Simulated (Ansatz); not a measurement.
A calculation with Ansatz (development build ahead of 0.2.0).

```yaml
crystal:
  periodic: [false, false, false]
  atoms:
    - { symbol: C, position_ang: [-0.74168, 0.50328, 0.35397] }
    - { symbol: C, position_ang: [0.74611, -0.51569, -0.3498] }
    - { symbol: H, position_ang: [-0.97526, -0.14725, 1.20929] }
    - { symbol: H, position_ang: [-0.03781, 1.31957, 0.48185] }
    - { symbol: H, position_ang: [-1.08382, 0.25034, -0.63913] }
    - { symbol: H, position_ang: [1.01616, 0.14748, -1.17765] }
    - { symbol: H, position_ang: [1.11142, -0.27701, 0.63832] }
    - { symbol: H, position_ang: [0.08218, -1.36584, -0.51302] }
basis:
  gaussian: { orbitals: def2-SVP }
total_charge: 1
magnetization:
  spin_polarized: true
  initial_magnetization: 1
hamiltonian:
  xc: hf
correlation:
  method: mp2
  frozen_orbitals: { C: 1, H: 0 }
output:
  forces: true
```

The input is written out in the form of the current development build from the run's settings.

Results

```json
{"Converged": "yes", "Reference energy": "-78.76241 hartree", "Correlation energy": "-0.26148 hartree", "Total energy": "-79.02390 hartree", "Spin squared of the determinant": "0.770", "Stability test": "minimum"}
```

Forces (eV/Å):
| atom | Fx | Fy | Fz |
| --- | --- | --- | --- |
| C1 | 1.635 | -1.068 | 0.213 |
| C2 | -1.414 | 0.789 | -0.126 |
| H3 | -0.616 | 0.640 | -0.119 |
| H4 | -0.801 | 0.848 | 0.331 |
| H5 | -1.091 | 0.465 | -0.211 |
| H6 | 0.493 | -0.565 | -0.105 |
| H7 | 0.951 | -0.569 | 0.251 |
| H8 | 0.843 | -0.539 | -0.235 |

Caution: MP2 on this radical cation hangs on the determinant chosen.
